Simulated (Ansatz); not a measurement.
# O2+ (quartet): from Hartree-Fock to the top rungs at distance O1–O2 = 1.080 Å, 6-31G

How much of the correlation energy of O2+ (quartet) does each wave-function method recover here?

Method: 6-31G, core rule «outside noble gas», up to 2 orbitals frozen; program: Ansatz 0.2.0, Gaussian basis.

The runs, in order: UHF; CCSD(T) on ROHF; CCSD(T) on UHF; BCCD(T) on ROHF; CISD as a restricted active space (open shells left free, so some higher excitations enter); CCSDT(Q) on ROHF; CCSDT(Q) on UHF; CISDTQ; CCSDTQ on ROHF; CCSDTQ on UHF; CASSCF and MRCISD+Q, 5 electrons in 5 orbitals; CASSCF and NEVPT2, 5 electrons in 5 orbitals; CASSCF and MRCISD+Q, 11 electrons in 8 orbitals; CASSCF and NEVPT2, 11 electrons in 8 orbitals; Full CI; Full CI in the symmetry of the determinant.

25 further runs of the same task are left out: 1 for a known fault of the program, 20 that didn't finish, 4 set aside as unsound or not needed. Runs told in other sessions of the task aren't counted.

## (1) What is computed

The geometry derives from a PBE0/def2-TZVP stationary point (not a proven minimum). One bond is set to the value named and the two fragments are kept rigid.

2 atoms, charge 1, spin multiplicity 4.

Atoms are counted from 1 here; the program's logs count them from 0.

Bond lengths: O1–O2 1.080 Å.

## (2) UHF

in.yaml reads:

```yaml
crystal:
  periodic: [false, false, false]
  atoms:
    - {symbol: O, position_ang: [0.000000, 0.000000, 0.000000]}
    - {symbol: O, position_ang: [0.000000, 0.000000, 1.080000]}
basis:
  gaussian: {orbitals: 6-31G}
total_charge: 1
magnetization: {spin_polarized: true, initial_magnetization: 3}
hamiltonian: {xc: hf}
output: {orbitals: {seedname: orbitals}}
```

Started as:

```console
$ ansatz run in.yaml --threads 1 --pin off --events-out ev --progress --plain --max-ram 2393MiB
```

The runs that follow: CCSD(T) on ROHF; CCSD(T) on UHF; BCCD(T) on ROHF; CISD as a restricted active space (open shells left free, so some higher excitations enter); CCSDT(Q) on ROHF; CCSDT(Q) on UHF; CISDTQ; CCSDTQ on ROHF; CCSDTQ on UHF; CASSCF and MRCISD+Q, 5 electrons in 5 orbitals; CASSCF and NEVPT2, 5 electrons in 5 orbitals; CASSCF and MRCISD+Q, 11 electrons in 8 orbitals; CASSCF and NEVPT2, 11 electrons in 8 orbitals; Full CI; Full CI in the symmetry of the determinant.

Before running them: what should the planned runs give, taken together? Wanted: FCI from the RHF energy; RMP2 from FCI; UMP2 from FCI; RCCSD from FCI; RCCSD(T) from FCI; UCCSD(T) from FCI; RCCSDT(Q) from FCI; UCCSDT(Q) from FCI; NEVPT2 pair from FCI.

**Answer**, as computed:

| quantity | value |
| --- | --- |
| FCI from the ROHF energy | -4.4875 eV |
| RMP2 from FCI | +41.8 kJ/mol |
| UMP2 from FCI | +46.6 kJ/mol |
| RCCSD from FCI | +7.5 kJ/mol |
| RCCSD(T) from FCI | +2.0 kJ/mol |
| UCCSD(T) from FCI | +1.7 kJ/mol |
| RCCSDT(Q) from FCI | +0.1 kJ/mol |
| UCCSDT(Q) from FCI | -0.1 kJ/mol |
| NEVPT2 pair from FCI | +34.9 kJ/mol |
| MRCISD+Q pair from FCI | +3.5 kJ/mol |
| NEVPT2 valence from FCI | +60.5 kJ/mol |
| levels within 1 kcal/mol (43 meV) | RCCSD(T), UCCSD(T), BCCD(T), RCCSDT, UCCSDT, CISDTQ, RCCSDT(Q), UCCSDT(Q), RCCSDTQ, UCCSDTQ, MRCISD+Q pair, MRCISD+Q valence |
| T1 diagnostic | 0.016 |
| effectively unpaired electrons | 3.01 |

What this shows: RCCSD(T) lands +2.0 kJ/mol from the yardstick (0.5 % of the correlation energy). One determinant dominates. Of the multireference levels listed MRCISD+Q valence comes nearest in total energy (+3.0 kJ/mol), which doesn't show that its space is the better one. These misses are within one basis, not against nature; the frozen cores of restricted and unrestricted runs differ, which can shift their rows.

Levels on UHF freeze UHF's core orbitals, full CI those of ROHF, so the U rows can settle a little off it for that reason alone.

With open shells the CI space here admits some higher excitations, so it is larger than plain CISD.
